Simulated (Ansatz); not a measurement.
# CF (quartet): the correlation ladder, cc-pVTZ

An exercise on one series of results from a longer session: the logs are not shown, and one member is left open.

Computed with Ansatz 0.2.0, Gaussian basis. Level: cc-pVTZ, core rule «outside noble gas», up to 2 orbitals frozen.

Plan: UHF; CCSD(T) on ROHF; CCSD(T) on UHF; BCCD(T) on ROHF; CISD; CCSDT(Q) on ROHF; CCSDT(Q) on UHF; CASSCF and MRCISD+Q, 11 electrons in 8 orbitals; CASSCF and NEVPT2, 11 electrons in 8 orbitals.

5 further runs of the same task are left out: 5 set aside as unsound or not needed.

### The geometry

The geometry is a PBE0/def2-TZVP stationary point (not a proven minimum).

2 atoms, charge 0, spin multiplicity 4.

Atoms are counted from 1 here; the program's logs count them from 0.

Bond lengths: C1–F2 1.316 Å.

Set-up of the first run:

Contents of in.yaml:

```yaml
crystal:
  periodic: [false, false, false]
  atoms:
    - {symbol: C, position_ang: [0.000000, 0.000000, 0.000000]}
    - {symbol: F, position_ang: [0.000000, 0.000000, 1.315900]}
basis:
  gaussian: {orbitals: cc-pVTZ}
magnetization: {spin_polarized: true, initial_magnetization: 3}
hamiltonian: {xc: hf}
output: {orbitals: {seedname: orbitals}}
```

Command:

```console
$ ansatz run in.yaml --threads 1 --pin off --events-out ev --progress --plain --max-ram 3968MiB --backend cpu
```

Among the steps run: UHF; CCSD(T) on ROHF; CCSD(T) on UHF; BCCD(T) on ROHF; CISD; CCSDT(Q) on ROHF; CCSDT(Q) on UHF; CASSCF and MRCISD+Q, 11 electrons in 8 orbitals; CASSCF and NEVPT2, 11 electrons in 8 orbitals.

One of the session's tables, all rows but one given; the rest of the session is left out.

| method | from UCCSDT(Q) (meV) |
| --- | --- |
| ROHF | +9170.3 |
| UHF | +9093.3 |
| RMP2 | +540.5 |
| UMP2 | +531.5 |
| CISD | ? |
| RCCSD | +291.5 |
| UCCSD | +290.4 |
| RCCSD(T) | +22.7 |
| UCCSD(T) | +22.0 |
| BCCD(T) | +21.8 |
| RCCSDT | +10.6 |
| UCCSDT | +9.7 |
| RCCSDT(Q) | +4.2 |
| UCCSDT(Q) | 0 |
| CASSCF valence | +8200.8 |
| NEVPT2 valence | +1131.2 |
| MRCISD valence | +545.0 |
| MRCISD+Q valence | +130.4 |

**Question.** Estimate the row for CISD.

As computed: from UCCSDT(Q) (meV): +686.2. In the column «from UCCSDT(Q) (meV)» it lies between MRCISD valence (+545.0) and NEVPT2 valence (+1131.2).

Some runs used a GPU and others CPU threads alone; cost is compared among the CPU runs only.

Among the levels timed on like hardware, those that no quicker one beats, quickest first: NEVPT2 valence (0.87 s, +1131.2 meV); RCCSD(T) (1.4 s, +22.7 meV); UCCSD(T) (1.5 s, +22.0 meV); BCCD(T) (2.4 s, +21.8 meV).

To keep in mind: Of the multireference levels listed MRCISD+Q valence comes nearest in total energy (+130.4 meV), which doesn't show that its space is the better one. Restricted and unrestricted rows rest on different reference determinants; where their highest levels disagree by more than a few hundredths of an eV, they describe different states and don't form one ladder.
